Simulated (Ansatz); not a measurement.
The input, for Ansatz 0.2.0:

```yaml
crystal:
  periodic: [false, false, false]
  atoms:
    - {symbol: B, position_ang: [0.000000, -0.008623, 1.555522]}
    - {symbol: Al, position_ang: [0.000000, -0.008623, -0.523806]}
    - {symbol: H, position_ang: [0.000000, -1.419950, -1.244313]}
    - {symbol: H, position_ang: [0.000000, 1.743283, -1.418185]}
basis:
  gaussian: {orbitals: 6-31G}
magnetization: {spin_polarized: true, initial_magnetization: 2}
hamiltonian: {xc: {name: r2SCAN0}}
```

```sh
$ ansatz run in.yaml --threads 1 --pin off --events-out ev --progress --plain --max-ram 2393MiB
```

Log:

```
328 factors; integrals over basis functions are off by at most 1.5e-4 eV
mean field evaluation 1: about -7297.2635 eV, gradient 5.1e0 eV
mean field evaluation 2: about -7297.5612 eV, gradient 3.6e0 eV
mean field evaluation 4: about -7297.7268 eV, gradient 9.6e-1 eV
mean field evaluation 8: about -7297.7790 eV, gradient 1.2e-1 eV
mean field evaluation 16: about -7297.7797 eV, gradient 9.9e-4 eV
mean field -7297.77971836 eV, -268.1884580369 hartree, gradient 2.9e-5 eV, S^2 2.002065; 1 other end points of the search recorded, 0 dependent functions left out
reference -7297.77973064 eV, -268.1884584884 hartree; 11, 9 occupied and 15, 17 virtual orbitals, 328 factors
Total energy: -7297.77973064 eV, -268.1884584884 hartree
```

Ran on 1 thread of Arm Neoverse V1, shared host: 2.5 s wall, 0.11 GiB peak host memory.
